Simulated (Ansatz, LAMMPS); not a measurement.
## Rock-salt MgO, zone-centre LO phonon frequency

Reference value: 710 cm⁻¹ (measured, temperature not stated, not corrected to a static lattice, our sources range from 710 to 721; as tabulated in He et al. (2014), arXiv:1309.4805).

| level (code) | value (cm⁻¹) | cell (Å³/atom) | difference (%) |
|---|---|---|---|
| ionic model pedone2006 (rigid ions, LAMMPS) | 722 | 9.53 | +1.7 |
| LDA (Ansatz) | 715 | 9.00 | +0.7 |
| PBE (Ansatz) | 678 | 9.62 | -4.5 |
| PBE-D3(BJ) (Ansatz) | 702 | 9.31 | -1.1 |
| r²SCAN (Ansatz) | 719 | 9.29 | +1.3 |

Any of these levels can be the nearest once the reference is moved by up to 3.0 % (a margin picked here for doubts on the reference and the settings, and for temperature and zero-point motion) and values within 0.7 % count as equal. Within 10 %: ionic model pedone2006, LDA, PBE, PBE-D3(BJ), r²SCAN.

The measured value isn't corrected to a static lattice, so vibrations enter the comparison.  Rigid ions have no electronic screening (ε∞ = 1). PBE-D3(BJ): the dispersion coefficients are held fixed in the derivatives. Each level is taken at its own relaxed cell. Cutoffs and k meshes differ between the levels. Ansatz's density-functional and Hartree–Fock values are scalar-relativistic unless marked +SOC, with PAW data made under PBE.

Empirical potentials (ionic model pedone2006) are fitted to chosen data: where that held the value shown, agreement is built in, and what lay outside the fit can be far off.

Differences are worked out from the printed values.

Ansatz is a quantum-chemistry and plane-wave program.
